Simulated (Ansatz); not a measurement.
Relaxation of AlH$_{6}$P (8 atoms, charge 0, multiplicity 1), to a largest force component of 0.03 eV/Å in at most 50 steps.

Computed with RKS r2SCAN-D4/def2-SVP (Ansatz 0.2.0).

```xyz
8
Properties=species:S:1:pos:R:3:forces:R:3
Al 0.006 0.216 0.030 0.03 -0.23 -0.20
H -0.069 0.310 1.595 -0.03 0.41 0.27
H 1.418 0.247 -0.697 0.02 0.01 0.01
H -1.333 0.090 -0.814 -0.02 0.00 0.00
P 0.168 -2.978 1.382 0.03 -0.23 -0.12
H -0.649 -3.037 0.210 0.00 0.01 0.00
H 1.383 -2.867 0.637 -0.01 0.01 0.00
H 0.024 -1.560 1.543 -0.02 0.02 0.04
```

Question: Where does it end, and by what steps?

Answer: It converged. The force dipped under the threshold on the way, but the program's further checks kept it going. After 17 steps the energy has fallen by 0.140 eV; H6 moved furthest, 0.54 Å.

```json
{"step": "0", "energy less start (eV)": "0.0000", "largest force component (eV/Å)": "0.413", "accepted": "yes"}
{"step": "1", "energy less start (eV)": "-0.0633", "largest force component (eV/Å)": "0.146", "accepted": "yes"}
{"step": "2", "energy less start (eV)": "-0.0896", "largest force component (eV/Å)": "0.366", "accepted": "yes"}
{"step": "3", "energy less start (eV)": "-0.1252", "largest force component (eV/Å)": "0.107", "accepted": "yes"}
{"step": "4", "energy less start (eV)": "-0.1312", "largest force component (eV/Å)": "0.207", "accepted": "yes"}
{"step": "5", "energy less start (eV)": "-0.1198", "largest force component (eV/Å)": "0.593", "accepted": "no"}
{"step": "6", "energy less start (eV)": "-0.1365", "largest force component (eV/Å)": "0.034", "accepted": "yes"}
{"step": "7", "energy less start (eV)": "-0.1367", "largest force component (eV/Å)": "0.034", "accepted": "yes"}
{"step": "8", "energy less start (eV)": "-0.1373", "largest force component (eV/Å)": "0.004", "accepted": "yes"}
{"step": "9", "energy less start (eV)": "-0.1376", "largest force component (eV/Å)": "0.048", "accepted": "yes"}
{"step": "10", "energy less start (eV)": "-0.1379", "largest force component (eV/Å)": "0.069", "accepted": "yes"}
{"step": "11", "energy less start (eV)": "-0.1382", "largest force component (eV/Å)": "0.110", "accepted": "yes"}
{"step": "12", "energy less start (eV)": "-0.1385", "largest force component (eV/Å)": "0.087", "accepted": "yes"}
{"step": "13", "energy less start (eV)": "-0.1389", "largest force component (eV/Å)": "0.038", "accepted": "yes"}
{"step": "14", "energy less start (eV)": "-0.1375", "largest force component (eV/Å)": "0.139", "accepted": "no"}
{"step": "15", "energy less start (eV)": "-0.1394", "largest force component (eV/Å)": "0.037", "accepted": "yes"}
{"step": "16", "energy less start (eV)": "-0.1395", "largest force component (eV/Å)": "0.036", "accepted": "yes"}
{"step": "17", "energy less start (eV)": "-0.1396", "largest force component (eV/Å)": "0.026", "accepted": "yes"}
```

```xyz
8
Properties=species:S:1:pos:R:3
Al -0.003 0.056 0.136
H 0.131 0.743 1.568
H 1.301 -0.191 -0.742
H -1.446 -0.146 -0.504
P 0.110 -2.982 1.157
H -0.370 -2.773 -0.172
H 1.454 -2.630 0.831
H -0.230 -1.656 1.612
```

Run time: 51 s on 1 thread of Arm Neoverse V1, with other jobs on the host, peak memory 0.12 GiB.
